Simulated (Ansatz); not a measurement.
For zinc-blende GaAs, PBE-D3(BJ) (Ansatz, an electronic-structure program, plane waves, PAW) gives:

```
Property                                 Result
-------------------------------  --------------
equilibrium lattice constant a          5.676 Å
zone-centre TO phonon frequency        263 cm⁻¹
elastic constant C11                    107 GPa
elastic constant C44                   54.7 GPa
Voigt–Reuss–Hill shear modulus         42.6 GPa
formation enthalpy               -0.311 eV/atom
```

Question: What does r²SCAN in Ansatz (PAW) give for the same quantities?

Answer: 
- lattice constant a: 5.667 Å (drops by 0.2 %)
- zone-centre TO phonon frequency: 265 cm⁻¹ (is nearly the same)
- elastic constant C11: 117 GPa (grows by 9.3 %)
- elastic constant C44: 60.4 GPa (grows by 10 %)
- Voigt–Reuss–Hill shear modulus: 47.7 GPa (grows by 12 %)
- formation enthalpy: -0.453 eV/atom (moves by -0.142 eV/atom)

For comparison: lattice constant a 5.64 Å (measured, static lattice: zero-point anharmonic expansion removed; as tabulated in Mejia-Rodriguez and Trickey (2018), arXiv:1807.09216); zone-centre TO phonon frequency 271 cm⁻¹ (measured, temperature not stated, not corrected to a static lattice, our sources range from 268 to 271; as tabulated in Han and Bester (2011), arXiv:1107.0196); elastic constant C11 119 GPa (measured, temperature not stated, not corrected to a static lattice; as tabulated in Bastos et al. (2018), arXiv:1801.07526); elastic constant C44 60 GPa (measured, temperature not stated, no zero-point or thermal correction; as tabulated in Råsander and Moram (2015), arXiv:1505.02379); formation enthalpy -0.37 eV/atom (measured, 298 K, not corrected to a static lattice, our sources range from -0.384 to -0.368; as tabulated in Zhang et al. (2018), doi:10.1038/s41524-018-0065-z).

Changes are worked out from the printed values.

Unless a cell is named, each level is at its own relaxed cell (PBE-D3(BJ) 22.85, r²SCAN 22.75 Å³/atom).

Caveats: the dispersion coefficients are held fixed in the derivatives (PBE-D3(BJ)). Ansatz's density-functional and Hartree–Fock values are scalar-relativistic unless marked +SOC, with PAW data made under PBE.
